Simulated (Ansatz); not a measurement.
## Forces on a displaced structure

CHLiN (SMILES [Li][N]=[CH]), doublet, displaced at random from its PBE0-D4/def2-TZVP minimum.

```json
{"atom": "Li1", "x (Å)": "-2.0178", "y (Å)": "0.4434", "z (Å)": "-0.2825"}
{"atom": "N2", "x (Å)": "-0.3899", "y (Å)": "0.1472", "z (Å)": "0.0748"}
{"atom": "C3", "x (Å)": "0.7794", "y (Å)": "-0.1298", "z (Å)": "0.4576"}
{"atom": "H4", "x (Å)": "1.5490", "y (Å)": "-0.4206", "z (Å)": "-0.1573"}
```

Ansatz 0.2.0; basis: def2-TZVPP; cores frozen in the correlated methods; orbitals are unrestricted. The outer core shell of Li, Na, Mg and K is correlated.

CCSD(T) forces from the calculation:
```
atom      Fx      Fy  Fz (eV/Å)
 Li1  -0.642   0.137     -0.118
  N2   2.810  -0.665      0.870
  C3  -4.496   1.387      0.994
  H4   2.328  -0.859     -1.746
```

Task: Which atom feels the largest CCSD(T) force, and how large is it?

Result: C3, 4.81 eV/Å, along (-0.93, 0.29, 0.21).

Root-mean-square difference of the force components from those of CCSD(T): PBE-D4 0.407; r2SCAN-D4 0.412; PBE0-D4 0.467; wB97M-V 0.450 eV/Å.

T1 diagnostic: at most 0.025. ⟨S²⟩ of the unrestricted Hartree–Fock references: 0.77 (a pure state has 0.75). These are differences at one structure, and CCSD(T) in triple zeta is itself an approximation.

For scale, one of the runs: CCSD(T)/def2-TZVPP forces, 95 basis functions, launched by `ansatz run in.yaml --threads 2 --pin off --events-out ev --progress --plain --max-ram 4352MiB`. Hardware: 2 CPU threads of an Intel Xeon Platinum 8175M, shared host. Wall time 38 s; peak host memory 0.94 GiB.
